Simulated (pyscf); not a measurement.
Ga–SeH [singlet] + H₂ → HGa=Se + H₂, a concerted two-bond exchange (singlet surface; H–Se, H–H broken, Ga–H, H–H formed). Single points on ωB97X-D3(BJ)/def2-SVP structures (PySCF, gas phase). Energies in eV from the separated reactants.

Small-basis levels: PySCF, no dispersion term, spherical d functions. 

Quick MP2/6-31G*+LANL2DZ single points give ΔE‡ = 3.23 eV and ΔE = -0.08 eV. What does ωB97M-D3(BJ)/def2-TZVP give, and how far is the quick result from it?

ωB97M-D3(BJ)/def2-TZVP gives ΔE‡ = 2.87 eV and ΔE = +0.30 eV. MP2/6-31G*+LANL2DZ lies 0.36 eV over it in the barrier and 0.37 eV under it in the reaction energy, so on this step it does not hold to within 0.13 eV. ωB97M-D3(BJ)/def2-TZVP has limits of its own. One saddle was located; it need not be the lowest between these sides. In the def2 sets elements up to Kr have no core potential.
